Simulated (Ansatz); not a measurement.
# CH₂LiN (SMILES [Li][N]=C): functionals against CCSD(T) at one geometry

Aim: energy, forces and dipole at a frame of a short trajectory, from CCSD(T) and from density functionals.

The runs use Ansatz 0.2.0, Gaussian basis; single points in def2-TZVPP.

Correlated methods freeze the cores. The outer core shell of Li, Na, Mg and K is correlated.

**1. Where the work starts**

SMILES `[Li][N]=C`, 5 atoms, charge 0, spin multiplicity 1.

Atoms are counted from 1 here; the program's logs count them from 0.

Bond lengths: Li1–N2 1.729 Å, N2–C3 1.240 Å, C3–H4 1.159 Å, C3–H5 1.153 Å. Angles: Li1–N2–C3 176.8°, N2–C3–H4 126.0°, N2–C3–H5 123.6°, H4–C3–H5 110.2°.

Geometry (Å):

```xyz
5
CH2LiN
Li   -2.24273    0.41221   -0.65494
N    -0.60634    0.09135   -0.19900
C     0.55946   -0.09453    0.18196
H     1.05722   -1.12322    0.37594
H     1.33263    0.75120    0.30826
```

**2. PBE-D4/def2-TZVPP**

run/in.yaml reads:

```yaml
crystal:
  periodic: [false, false, false]
  atoms:
    - {symbol: Li, position_ang: [-2.242730, 0.412209, -0.654945]}
    - {symbol: N, position_ang: [-0.606344, 0.091352, -0.198999]}
    - {symbol: C, position_ang: [0.559457, -0.094528, 0.181959]}
    - {symbol: H, position_ang: [1.057218, -1.123218, 0.375944]}
    - {symbol: H, position_ang: [1.332633, 0.751200, 0.308256]}
basis:
  gaussian: {orbitals: def2-TZVPP}
hamiltonian: {xc: pbe, dispersion: d4}
output: {forces: true}
```

Launch:

```console
> ansatz run in.yaml --threads 2 --pin off --events-out ev --progress --plain --max-ram 3481MiB
```

**3. r2SCAN-D4/def2-TZVPP**

run/in.yaml: that of step 2 with these lines changed.

```diff
@@ -10,3 +10,3 @@
   gaussian: {orbitals: def2-TZVPP}
-hamiltonian: {xc: pbe, dispersion: d4}
+hamiltonian: {xc: r2scan, dispersion: d4}
 output: {forces: true}
```

**4. PBE0-D4/def2-TZVPP**

run/in.yaml: that of step 3 with these lines changed.

```diff
@@ -10,3 +10,3 @@
   gaussian: {orbitals: def2-TZVPP}
-hamiltonian: {xc: r2scan, dispersion: d4}
-output: {forces: true}
+hamiltonian: {xc: pbe0, dispersion: d4}
+output: {forces: true, orbitals: {seedname: orbitals}}
```

**5. wB97M-V/def2-TZVPP**

run/in.yaml: that of step 4 with these lines changed.

```diff
@@ -10,3 +10,3 @@
   gaussian: {orbitals: def2-TZVPP}
-hamiltonian: {xc: pbe0, dispersion: d4}
-output: {forces: true, orbitals: {seedname: orbitals}}
+hamiltonian: {xc: {name: wB97M-V}}
+output: {forces: true}
```

**6. CCSD(T)/def2-TZVPP**

run/in.yaml: that of step 5 with these lines changed.

```diff
@@ -10,3 +10,3 @@
   gaussian: {orbitals: def2-TZVPP}
-hamiltonian: {xc: {name: wB97M-V}}
+correlation: {method: ccsd_t}
 output: {forces: true}
```

(Steps that only read results are left out.)

Before running it: what results should come out? Wanted: energy less free atoms, CCSD(T)/def2-TZVPP; RMS force component; RMS force error; HOMO and LUMO, PBE0-D4; T1 diagnostic.

As calculated:

| quantity | value |
| --- | --- |
| energy less free atoms, CCSD(T)/def2-TZVPP | -16.709 eV |
| RMS force component | 0.496 to 0.778 eV/Å over the methods |
| RMS force error | PBE-D4 0.226, r2SCAN-D4 0.357, PBE0-D4 0.385, wB97M-V 0.343 eV/Å |
| HOMO and LUMO, PBE0-D4 | -4.24 and -1.03 eV |
| T1 diagnostic | 0.014 |

In words: Against CCSD(T) the functionals' energies less atoms differ by -1.321 to -0.545 eV, PBE-D4 by -1.321 eV. A larger basis would deepen the CCSD(T) value, while the functionals are nearly converged already, so the order here is not reliable. On forces the order runs from PBE-D4 to PBE0-D4. Frozen-core CCSD(T) forces in triple zeta carry basis errors of their own, and this is one geometry, so small gaps rank nothing.
